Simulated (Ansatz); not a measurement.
## Relaxing Li2MoN2

These are results of DFT PBE, scalar-relativistic, plane waves, PAW in Ansatz 0.2.0, not measurements. Cutoff 420 eV, Γ-centred k mesh, Gaussian smearing, no spin polarisation in the final step.

A relaxed cell is given with its space group left out.

```yaml
crystal:
  lattice:
    - [-1.39347, 1.39347, 5.11181]
    - [1.39347, -1.39347, 5.11181]
    - [1.39347, 1.39347, -5.11181]
  atoms:
    - { symbol: Li, position: [0.25000, 0.75000, 0.50000] }
    - { symbol: Li, position: [0.75000, 0.25000, 0.50000] }
    - { symbol: Mo, position: [0.00000, 0.00000, 0.00000] }
    - { symbol: N, position: [0.61539, 0.61539, 0.00000] }
    - { symbol: N, position: [0.38461, 0.38461, 0.00000] }
```

Energies over the elements count from the elements' standard structures at the same level (N₂ as a molecule), with no empirical corrections.

What space group does it have?

I4/mmm (No. 139). Conventional cell: a = 2.787 Å, c = 10.224 Å. Li has 4 N at 1.96 Å and 4 Li at 1.97 Å; Mo has 8 N at 2.30 Å; around N lie 4 Li at 1.96 Å, 4 Mo at 2.30 Å and 1 N at 2.36 Å (next N at 2.79 Å).

What is its formation energy per atom?

-0.17 eV/atom.

Is it a metal?

Yes, bands cross the Fermi level on the 18×18×18 mesh.

The final run used a 18×18×18 mesh on its 5-atom cell and 0.10 eV smearing. For metals, differences of a few meV/atom aren't resolved. The cell came from a trial start, so Li2MoN2 may not exist in this structure.

Cost: 3 runs of about 1.9 core-minutes in all, on Arm Neoverse V2 (shared hosts).